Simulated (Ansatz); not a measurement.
in.yaml

```yaml
crystal:
  periodic: [false, false, false]
  atoms:
    - {symbol: Br, position_ang: [0.000000, 0.000000, 0.000000]}
    - {symbol: Mg, position_ang: [0.000000, 0.000000, 7.645000]}
basis:
  gaussian: {orbitals: cc-pVDZ}
total_charge: 1
magnetization: {spin_polarized: false, initial_magnetization: 2}
correlation: {method: ccsd, electrons: valence, diis_vectors: 4}
output: {forces: true}
```

```sh
$ ansatz run in.yaml --threads 1 --pin off --events-out ev --progress --plain --max-ram 2393MiB
```

(1) Roughly how long does this take on 1 thread of Intel Xeon, shared host, and how much host memory?

```
479 factors; integrals over basis functions are off by at most 1.5e-4 eV
mean field evaluation 1: about -75421.9648 eV, gradient 1.3e1 eV
mean field evaluation 2: about -75421.9669 eV, gradient 1.3e1 eV
mean field evaluation 4: about -75422.6204 eV, gradient 2.7e-1 eV
mean field evaluation 8: about -75422.6212 eV, gradient 1.1e-3 eV
mean field evaluation 16: about -75422.6212 eV, gradient 7.2e-3 eV
mean field evaluation 32: about -75422.6212 eV, gradient 3.1e-6 eV
mean field evaluation 64: about -75422.6211 eV, gradient 1.2e-2 eV
mean field evaluation 96: about -75422.6211 eV, gradient 1.3e-1 eV
mean field evaluation 128: about -75422.5920 eV, gradient 4.8e-3 eV
mean field -75422.62115982 eV, -2771.7302043348 hartree, gradient 6.0e-6 eV, S^2 2.000000; 9 other end points of the search recorded, 0 dependent functions left out
mean field evaluation 160: about -75421.9911 eV, gradient 1.0e1 eV
mean field evaluation 192: about -75422.6876 eV, gradient 9.5e-4 eV
determinant -75422.62115982 eV, -2771.7302043348 hartree, with singles and doubles -75425.99904648 eV, -2771.8543393797 hartree
determinant -75422.59200034 eV, -2771.7291327436 hartree, with singles and doubles -75425.97093933 eV, -2771.8533064610 hartree
determinant -75422.62115982 eV, -2771.7302043348 hartree, with singles and doubles -75426.00178493 eV, -2771.8544400157 hartree
determinant -75422.59200034 eV, -2771.7291327436 hartree, with singles and doubles -75425.97366682 eV, -2771.8534066943 hartree
10 core orbitals not correlated: weight in the atoms' cores, before any rotation towards them, 1.000 or more for the frozen orbitals, at most 0.000 for the correlated occupied ones
reference -75422.62115982 eV, -2771.7302043348 hartree; 14, 12 occupied and 21, 23 virtual orbitals, 479 factors
second order -2.97743108 eV of doubles, -0.06762366 eV of singles
cycle   1  -3.38062510 eV  change   -1.6e-9 eV  update   2.6e-6
cycle   2  -3.38062510 eV  change   -2.3e-9 eV  update   1.8e-6
cycle   3  -3.38062509 eV  change    1.3e-8 eV  update   1.2e-6
cycle   4  -3.38062509 eV  change   -2.0e-9 eV  update   3.6e-7
cycle   5  -3.38062510 eV  change   -9.6e-9 eV  update   2.1e-7
cycle   6  -3.38062508 eV  change    1.9e-8 eV  update   9.1e-8
cycle   7  -3.38062508 eV  change    5.7e-9 eV  update   5.3e-8
cycle   8  -3.38062508 eV  change   -4.9e-9 eV  update   1.8e-8
cycle   9  -3.38062508 eV  change    2.1e-9 eV  update   1.1e-8
the calculation of the forces begins
Total energy: -75426.00178491 eV, -2771.8544400150 hartree
Atom 0 at     0.000000     0.000000     0.000000 Å, force    -0.000000    -0.000000     0.006233 eV/Å
Atom 1 at     0.000000     0.000000     7.645000 Å, force     0.000000    -0.000000    -0.006233 eV/Å
Dipole moment:     0.000000    -0.000000     5.667713 e Å
```

Forces (eV/Å):
```
Br   0.000  0.000  0.006
Mg   0.000  0.000 -0.006
```

Answers

(1) 20 s wall and 0.15 GiB.
